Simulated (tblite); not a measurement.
# H4KO2: the cost of one run

Programs: tblite 0.8.0 and PySCF 2.14.0. All values are calculated, for the isolated system unless a continuum is named. Atoms count from 0, parts from 1.

## 1. The system as given

7 atoms, charge 1, multiplicity 1; geometry: rigid parts in contact. Parts: 1 = atom 0, `[K+]`, charge 1; 2 = atoms 1–3, `O`, charge 0; 3 = atoms 4–6, `O`, charge 0.

## 2. Docking the parts with GFN2-xTB

The job: settings as JSON, then the geometry in Å.

```
{"job": {"kind": "dock", "xc": "GFN2-xTB", "basis": "xTB"}, "charge": 1, "multiplicity": 1, "parts": [{"atoms": "0-0", "charge": 1, "multiplicity": 1}, {"atoms": "1-3", "charge": 0, "multiplicity": 1}, {"atoms": "4-6", "charge": 0, "multiplicity": 1}]}
K     -0.237033    -0.410606     0.377936
O     -0.229603    -2.857670     0.158213
H     -0.491454    -3.468549    -0.544060
H     -0.026118    -3.434562     0.905394
O     -1.713538    -0.041575     2.281071
H     -2.504976    -0.569765     2.463059
H     -1.685327     0.597319     3.005332
```

Level: GFN2-xTB search for minima from random contacts, gas phase.

Launch:

```
> OMP_NUM_THREADS=1 python cluster_run.py task.json out
```

One launch serves the whole session: the jobs run in the order shown.

Q: Estimate the wall time of this first job on 1 thread of Arm Neoverse V1, shared host.

About 1.6 s.
